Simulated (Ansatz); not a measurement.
## How far each method lies from full CI for HAlN, doublet

Geometry: a point of a breathe scan, not a stationary point.

```xyz
3

Al    0.0000    0.0000    0.0652
N     0.0000    0.0000   -2.1577
H     0.0000    0.0000    2.0925
```

Basis 6-31G; Ansatz 0.2.0. Only valence electrons are correlated (noble-gas cores frozen), which leaves 9 electrons in 18 orbitals. Prefix R: restricted or restricted open-shell reference; prefix U: unrestricted. Active spaces: valence = (9e, 9o) chosen from the atoms' valence shells; pair = (3e, 3o) about the gap.

Full CI is exact within this basis and frozen core; it isn't the basis-set limit. The frozen core follows each run's orbitals, which can shift R against U totals by a few meV.

Unrestricted rows (U) aren't spin-pure: their determinants' ⟨S²⟩ exceeds S(S+1) by up to 1.62, so they mix in states of higher spin. For open shells CISD and CISDTQ are restricted-active-space CI with the open shells as a complete middle space.

```
UHF ⟨S²⟩                          : 2.373
T1 diagnostic (RCCSD)             : 0.1349
largest doubles amplitude (RCCSD) : 0.211
T1 diagnostic (UCCSD)             : 0.1266
```

```csv
level,E − E(full CI) (mEh),share of correlation (%),wall time
RHF,190.54,0.00,–
UHF,128.78,32.41,–
RMP2,69.27,63.64,–
UMP2,65.64,65.55,–
CISD,37.76,80.18,1 s
RCCSD*,16.82,91.17,–
UCCSD*,13.83,92.74,–
RCCSD(T)*,3.50,98.17,2 s
UCCSD(T)*,7.06,96.30,3 s
BCCD(T)*,6.21,96.74,2.4 s
RCCSDT,1.40,99.26,–
UCCSDT,2.41,98.73,–
CISDTQ,2.50,98.69,15 s
RCCSDT(Q),-1.60,100.84,6 s
UCCSDT(Q),0.49,99.74,7.5 s
RCCSDTQ,0.00,100.00,67 s
CASSCF (pair space),152.63,19.89,–
NEVPT2 (pair space),49.72,73.90,1.5 s
MRCISD (pair space),26.43,86.13,–
MRCISD+Q (pair space),5.69,97.02,1.6 s
CASSCF (valence space),52.39,72.51,–
NEVPT2 (valence space),13.75,92.79,4.5 s
MRCISD (valence space),2.81,98.52,–
MRCISD+Q (valence space),1.47,99.23,6 s
```

An asterisk marks runs whose energy the program itself flagged as in doubt.

The correlation energy at full CI, counted from RHF, is -5.185 eV. That run took 3.5 min on 1 thread of Arm Neoverse V1, shared host over 6,554,240 determinants.

Times hold each run's SCF and search for its determinant on a shared host, so for small cases they say little of a method's own cost; they ran on 1 thread of Arm Neoverse V1.

Not variational, and here over 5 meV under the exact energy: RCCSDT(Q).

The full-CI state has the irrep B2 of C2v, in the program's axes (one component, if the state is degenerate).

Natural occupations of full CI about the gap: 1.978 1.920 1.772 1.768 0.980 0.243 0.221 0.042 0.034 0.011; effectively unpaired electrons, Σ n²(2−n)², 1.71.
